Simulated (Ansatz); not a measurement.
**Si2 (disilicon): methods side by side**

Si2 has 2 atoms, charge 0, and is taken as a triplet. SMILES: `[Si]=[Si]`. Geometry: relaxed at GFN2-xTB.

```csv
atom,x (Å),y (Å),z (Å)
Si,0.0000,0.0000,0.0000
Si,0.0000,0.0000,2.1742
```

Quantity: the vertical electron affinity (to the doublet anion), in eV. The values are calculated.

The electron affinity is E(neutral) − E(anion): positive where the electron is bound.

```json
{"level": "UBLYP/6-31G", "kind": "GGA", "program": "Ansatz", "value (eV)": "1.83", "CPU time (all runs)": "8.8 s"}
{"level": "UPBE/6-31G", "kind": "GGA", "program": "Ansatz", "value (eV)": "2.07", "CPU time (all runs)": "8.1 s"}
{"level": "UB3LYP/6-31G", "kind": "global hybrid", "program": "Ansatz", "value (eV)": "2.01", "CPU time (all runs)": "16 s"}
{"level": "UPBE0/6-31G", "kind": "global hybrid", "program": "Ansatz", "value (eV)": "2.08", "CPU time (all runs)": "12 s"}
{"level": "UHSE06/6-31G", "kind": "range-separated hybrid", "program": "Ansatz", "value (eV)": "2.08", "CPU time (all runs)": "24 s"}
{"level": "UB2PLYP/6-31G", "kind": "double hybrid", "program": "Ansatz", "value (eV)": "1.85", "CPU time (all runs)": "13 s"}
{"level": "UCCSD(T)/6-31G", "kind": "coupled cluster or CI", "program": "Ansatz", "value (eV)": "1.57", "CPU time (all runs)": "3 s"}
{"level": "UCCSDT(Q)/6-31G", "kind": "coupled cluster or CI", "program": "Ansatz", "value (eV)": "1.59", "CPU time (all runs)": "8.7 s"}
```

The values span 1.57 to 2.08 eV. Spin contamination of the reference (⟨S²⟩ at least 0.1 too high) touches UCCSD(T)/6-31G, UCCSDT(Q)/6-31G. The coupled-cluster rows rest on a doubtful reference here (large T1 or Brueckner and Hartree–Fock orbitals at odds), and rows may lie in different states. All rows use very small basis sets, so none should be taken for the real molecule's value. CPU times are rough (shared hosts, several kinds of processor): they show what a rung costs within a factor of a few.
